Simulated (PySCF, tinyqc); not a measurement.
Inside a calculation. Method: RHF in the sto-3g basis, for BH, spin multiplicity 1. The lowest restricted solution is unstable here: a spin-polarised one lies 0.0199 hartree lower (PySCF). One step of it, computed by the program tinyqc.

Problem. Iteration 1: building the Fock matrix. J_ij = sum D_kl (ij|kl), K_ij = sum D_kl (ik|jl); F = H + J - 0.5 K; E = tr D H + tr D J / 2 - 0.25 tr D K + E_nn.

D at the start:
```
            1B 1s      1B 2s    1B 2px    1B 2py     1B 2pz      2H 1s
1B 1s    2.158358  -0.589166  0.000000  0.000000  -0.010457   0.030963
1B 2s   -0.589166   2.191002  0.000000  0.000000   0.043865  -0.105509
1B 2px   0.000000   0.000000  0.000000  0.000000   0.000000   0.000000
1B 2py   0.000000   0.000000  0.000000  0.000000   0.000000   0.000000
1B 2pz  -0.010457   0.043865  0.000000  0.000000   2.055320  -0.143787
2H 1s    0.030963  -0.105509  0.000000  0.000000  -0.143787   0.014854
```

core Hamiltonian H = T + V (hartree):
```
             1B 1s      1B 2s     1B 2px     1B 2py     1B 2pz      2H 1s
1B 1s   -12.594280  -3.260908   0.000000   0.000000  -0.007014  -0.153729
1B 2s    -3.260908  -3.685307   0.000000   0.000000  -0.071060  -0.532539
1B 2px    0.000000   0.000000  -2.877146   0.000000   0.000000   0.000000
1B 2py    0.000000   0.000000   0.000000  -2.877146   0.000000   0.000000
1B 2pz   -0.007014  -0.071060   0.000000   0.000000  -2.916517  -0.596860
2H 1s    -0.153729  -0.532539   0.000000   0.000000  -0.596860  -1.831841
```

Two-electron integrals (ij|kl) in chemists' order, unique and non-zero (hartree):
```
(11|11) 2.923513   (21|11) 0.518376   (21|21) 0.109262   (22|11) 0.744229
(22|21) 0.193177   (22|22) 0.544804   (31|31) 0.020264   (32|31) 0.029996
(32|32) 0.120346   (33|11) 0.742491   (33|21) 0.193240   (33|22) 0.544682
(33|33) 0.586773   (41|41) 0.020264   (42|41) 0.029996   (42|42) 0.120346
(43|43) 0.031630   (44|11) 0.742491   (44|21) 0.193240   (44|22) 0.544682
(44|33) 0.523513   (44|44) 0.586773   (51|51) 0.020264   (52|51) 0.029996
(52|52) 0.120346   (53|53) 0.031630   (54|54) 0.031630   (55|11) 0.742491
(55|21) 0.193240   (55|22) 0.544682   (55|33) 0.523513   (55|44) 0.523513
(55|55) 0.586773   (61|11) 0.023923   (61|21) 0.005029   (61|22) 0.008938
(61|33) 0.008903   (61|44) 0.008903   (61|51) 0.000372   (61|52) 0.000689
(61|55) 0.009014   (61|61) 0.000239   (62|11) 0.083643   (62|21) 0.022197
(62|22) 0.072637   (62|33) 0.070418   (62|44) 0.070418   (62|51) 0.002386
(62|52) 0.016742   (62|55) 0.076996   (62|61) 0.001093   (62|62) 0.016500
(63|31) 0.001785   (63|32) 0.009240   (63|53) 0.002845   (63|63) 0.001391
(64|41) 0.001785   (64|42) 0.009240   (64|54) 0.002845   (64|64) 0.001391
(65|11) 0.092459   (65|21) 0.024779   (65|22) 0.084989   (65|33) 0.080960
(65|44) 0.080960   (65|51) 0.003863   (65|52) 0.025855   (65|55) 0.092945
(65|61) 0.001253   (65|62) 0.022152   (65|65) 0.030535   (66|11) 0.273028
(66|21) 0.073516   (66|22) 0.270898   (66|33) 0.259138   (66|44) 0.259138
(66|51) 0.006956   (66|52) 0.068026   (66|55) 0.294081   (66|61) 0.003609
(66|62) 0.089518   (66|65) 0.129074   (66|66) 0.774606
```

nuclear repulsion = 1.36597112 hartree

Give: Coulomb J; exchange K; Fock matrix F; total energy of this density.

Solution.

Coulomb J (hartree):
```
        1B 1s  1B 2s  1B 2px  1B 2py  1B 2pz  2H 1s
1B 1s   8.817  1.800   0.000   0.000   0.001  0.083
1B 2s   1.800  3.657   0.000   0.000   0.000  0.465
1B 2px  0.000  0.000   3.611   0.000   0.000  0.000
1B 2py  0.000  0.000   0.000   3.611   0.000  0.000
1B 2pz  0.001  0.000   0.000   0.000   3.736  0.538
2H 1s   0.083  0.465   0.000   0.000   0.538  1.662
```

exchange K (hartree):
```
        1B 1s  1B 2s  1B 2px  1B 2py  1B 2pz  2H 1s
1B 1s   5.981  1.100   0.000   0.000   0.000  0.056
1B 2s   1.100  1.431   0.000   0.000   0.002  0.169
1B 2px  0.000  0.000   0.334   0.000   0.000  0.000
1B 2py  0.000  0.000   0.000   0.334   0.000  0.000
1B 2pz  0.000  0.002   0.000   0.000   1.447  0.177
2H 1s   0.056  0.169   0.000   0.000   0.177  0.056
```

Fock matrix F (hartree):
```
         1B 1s   1B 2s  1B 2px  1B 2py  1B 2pz   2H 1s
1B 1s   -6.767  -2.011   0.000   0.000  -0.006  -0.098
1B 2s   -2.011  -0.744   0.000   0.000  -0.072  -0.152
1B 2px   0.000   0.000   0.566   0.000   0.000   0.000
1B 2py   0.000   0.000   0.000   0.566   0.000   0.000
1B 2pz  -0.006  -0.072   0.000   0.000   0.096  -0.147
2H 1s   -0.098  -0.152   0.000   0.000  -0.147  -0.198
```

total energy of this density = -24.02307 hartree
